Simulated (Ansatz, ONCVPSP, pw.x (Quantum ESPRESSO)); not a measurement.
**What a changed setting does to a pw.x run (fcc C)**

Potential: optimised norm-conserving Vanderbilt (ONCV), ONCVPSP 4.0.1.1 (patched build), PBEsol; core [He], reference 2s2 2p2; waves: 2s: rc 1.30 bohr, ncon 3, nbas 8, qcut 6.5 1/bohr, 2 projectors, debl 2.2 Ha; 2p: rc 2.78 bohr, ncon 3, nbas 8, qcut 5.5 1/bohr, 2 projectors, debl 3.9 Ha; d scattering state at 0.08 Ha: rc 2.14 bohr, ncon 5, nbas 8, qcut 5.3 1/bohr, 2 projectors, debl 0.3 Ha; local part: polynomial inside 1.22 bohr (lpopt 1, dvloc0 6 Ha); core correction: none.

The reference run (k-mesh 18³, cutoffs 50/200 Ry, Fermi–Dirac 0.01 Ry, mixing_beta 0.4, conv_thr 1e-9, no spin) gives -3.69 GPa at 7.154 Å³/atom, where all-electron LAPW gives -3.62 GPa. This run, with its own iteration cap, changes mixing_ndim to 16.

```
&control
  calculation='scf', prefix='x', pseudo_dir='./', outdir='./tmp', tstress=.true., disk_io='none'
/
&system
  ibrav=0, nat=1, ntyp=1, ecutwfc=50, ecutrho=200, nbnd=9,
  occupations='smearing', smearing='fd', degauss=0.01
/
&electrons
  conv_thr=1e-09, mixing_beta=0.4, electron_maxstep=60, mixing_ndim=16
/
ATOMIC_SPECIES
C 1.0 C.UPF
CELL_PARAMETERS angstrom
  0.00000000 1.52934798 1.52934798
  1.52934798 0.00000000 1.52934798
  1.52934798 1.52934798 0.00000000
ATOMIC_POSITIONS crystal
C 0.0000 0.0000 0.0000
K_POINTS automatic
18 18 18 0 0 0
```

```bash
pw.x < C.scf.in > C.scf.out
```

Q: How does the run end?

A: It converges in 5 iterations; the free energy moves by +0.0 meV/atom and the pressure by +0.00 GPa. The result is that of the reference run.

```
Message from routine setup:
     using ibrav=0 with symmetry is DISCOURAGED, use correct ibrav instead
     lattice parameter (alat)  =       4.0871  a.u.
     unit-cell volume          =      48.2776 (a.u.)^3
     number of electrons       =         4.00
     number of Kohn-Sham states=            9
     kinetic-energy cutoff     =      50.0000  Ry
     charge density cutoff     =     200.0000  Ry
     scf convergence threshold =      1.0E-09
     Exchange-correlation= PBESOL
     number of k points=   195  Fermi-Dirac smearing, width (Ry)=  0.0100
     iteration #  1     ecut=    50.00 Ry     beta= 0.40
     total energy              =     -10.89830558 Ry
     estimated scf accuracy    <       0.00044694 Ry
     iteration #  2     ecut=    50.00 Ry     beta= 0.40
     total energy              =     -10.89830208 Ry
     estimated scf accuracy    <       0.00014758 Ry
     iteration #  3     ecut=    50.00 Ry     beta= 0.40
     total energy              =     -10.89830622 Ry
     estimated scf accuracy    <       0.00000121 Ry
     iteration #  4     ecut=    50.00 Ry     beta= 0.40
     total energy              =     -10.89830628 Ry
     estimated scf accuracy    <          1.7E-09 Ry
     iteration #  5     ecut=    50.00 Ry     beta= 0.40
     the Fermi energy is    11.0248 ev
!    total energy              =     -10.89830628 Ry
     estimated scf accuracy    <          1.2E-10 Ry
     smearing contrib. (-TS)   =      -0.00171254 Ry
     The total energy is F=E-TS. E is the sum of the following terms:
     one-electron contribution =       4.64885918 Ry
     hartree contribution      =       0.29310770 Ry
     xc contribution           =      -3.14711526 Ry
     ewald contribution        =     -12.69144536 Ry
     convergence has been achieved in   5 iterations
          total   stress  (Ry/bohr**3)                   (kbar)     P=      -36.92
     Message from routine punch:
     Nothing written, as per user request (disk_io='none')
```

The run took about 6 s on one core of a shared host (Neoverse-N1, 64 threads, 124 GiB, load 59).
